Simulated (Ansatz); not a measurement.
Forms of SbH₂⁺ and their order

Ansatz 0.2.0, functionals in def2-QZVPP, HF, MP2 and coupled cluster extrapolated from def2-TZVPP and def2-QZVPP (exp(−7.88 √X), X^−2.97); geometries are PBE0/def2-TZVP minima. Wave-function levels freeze the cores with the filled d shells of p-block atoms; HF, MP2 and coupled cluster are restricted for singlets and unrestricted otherwise, restricted open-shell where a d shell is frozen, Kohn–Sham unrestricted where that lies lower. The best estimate adds to that CCSD(T) limit the step from CCSD(T) to the highest level run in a smaller set (full CI/def2-SVP). It lacks core correlation, which semilocal and hybrid functionals hold and which counts in their errors here, (a few kJ/mol in atomization energies of light atoms) is good to about 1 kcal/mol where the step is under 0.06 eV, as here, and is no measured value. Energies are electronic, without zero-point terms. No spin–orbit coupling; scalar relativity only by core potentials past Kr. B2PLYP's MP2 part freezes the cores and isn't at its limit in this set. The species are chosen: bound, without strong static correlation by their natural occupations or amplitudes, and with a ladder that closes on the reference, so errors are smaller than for species at large; levels whose determinant breaks symmetry or spin markedly are left out.

A. singlet; Sb–H 1.709, angle at Sb 90°. Coordinates (Å): Sb 0.000 -0.020 0.000; H 0.000 1.186 -1.210; H 0.000 1.186 1.210
B. triplet; Sb–H 1.691, angle at Sb 121°. Coordinates (Å): Sb 0.000 -0.014 0.000; H 0.000 0.824 -1.469; H 0.000 0.824 1.469

Q: From bonding and spin, estimate the order of these in energy at the best estimate, each at its own geometry.

A: At the best estimate, above the lowest of those listed: A (0.0 kcal/mol), B (27.0 kcal/mol).

```csv
level,B less A (kcal/mol)
the best estimate,27.0
MP2,25.3
CCSD(T),27.1
PBE,27.2
BLYP,30.8
PBE0,25.3
B3LYP,29.5
wB97M-V,27.6
B2PLYP,28.1
```

Every level shown puts the same form lowest.

The geometries are PBE0's.
